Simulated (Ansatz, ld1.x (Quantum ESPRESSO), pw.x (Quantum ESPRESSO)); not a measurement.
**Equation-of-state test of one TM potential (Ba)**

ld1.x (Quantum ESPRESSO) 7.5 input, shortened:

```
&input
   title='Ba', zed=56., rel=1, dft='PBESOL', iswitch=3,
   config='[Xe] 5d0 6s2 6p0'
 /
 &inputp
   pseudotype=2, tm=.true., lloc=-1, rcloc=3.70,
   nlcc=.false.
 /
3
6S  1  0   2.00   0.00  3.85  3.85  0.0
6P  2  1   0.00   0.00  4.05  4.05  0.0
5D  3  2   0.00   0.00  3.10  3.10  0.0
 &test
   configts(1)='5d0 6s2 6p0'
 /
```

Atomic tests: cutoffs needed: 6 Ry and 6 Ry (the cutoffs (Ry, on a coarse ladder) from which the occupation-weighted sum of valence levels, in a spherical-Bessel basis at the reference potential, stays within 10 and 1 mRy of its value at 400 Ry); ghost test: ghost state, extra bound levels that the all-electron valence spectrum of the same l lacks: s at -0.73 eV; a true bound ghost makes a file unfit for plane-wave use (spherical-Bessel basis up to 400 Ry, 20 bohr box); configuration tests: 1 of 7 tests not solved or not reliable.

Crystal test: diamond Ba in pw.x 7.5, no spin, 8³ k-points, Fermi–Dirac smearing 0.01 Ry, cutoffs 35/140 Ry. The reference is all-electron LAPW (Ansatz 0.2.0) with the same functional, mesh and smearing; V0 and B0 come from Birch–Murnaghan fits to the pressures at five volumes. Errors are pseudo minus all-electron; Δ is the rms difference of the E(V) curves that follow from these fits, minima aligned, over ±6 % about the mean V0. Mesh and smearing are coarse, so the numbers serve the comparison and aren't converged zero-temperature values; the lattice is a test structure that the element need not adopt.

All-electron: a0 = 7.421 Å (V0 = 51.08 Å³/atom), B0 = 13.4 GPa.

How far does the potential miss the all-electron equation of state?

mean pressure error (GPa): -6.17. The pressure does not cross zero within the volumes sampled, so no fit is given. The largest radius (4.05 bohr) exceeds half the bond length (3.04 bohr), so the spheres overlap, which is one possible source of error among others. This is a poor potential for the solid. The pseudo pressure rises with volume over the whole range, a mechanical instability. Note: ghost state, extra bound levels that the all-electron valence spectrum of the same l lacks: s at -0.73 eV. A true bound ghost makes a file unfit for plane-wave use. Atomic configuration tests: 1 of 7 tests not solved or not reliable. The logarithmic derivative shows an extra or strongly shifted pseudo pole above the reference energy (s near -0.05 Ry, p near 0.39 Ry).

```tsv
V (Å³/atom)	P all-electron (GPa)	P pseudo (GPa)
48.551	0.83	-6.83
49.828	0.37	-6.44
51.106	-0.01	-6.08
52.384	-0.30	-5.74
53.661	-0.54	-5.41
```

At the middle volume, how do free energy and pressure move when the wave cutoff is lowered (ecutrho kept at four times it)?

| cutoff (Ry) | shift of F (meV/atom) | shift of P (GPa) |
| --- | --- | --- |
| 16 | +1.6 | +0.00 |
| 21 | +0.7 | -0.01 |
| 28 | +0.1 | -0.00 |

The run at the middle volume (29 k-points, 12 iterations) took about 9.8 s on one core of a shared host (Neoverse-V2, 96 threads, 742 GiB, load 48).
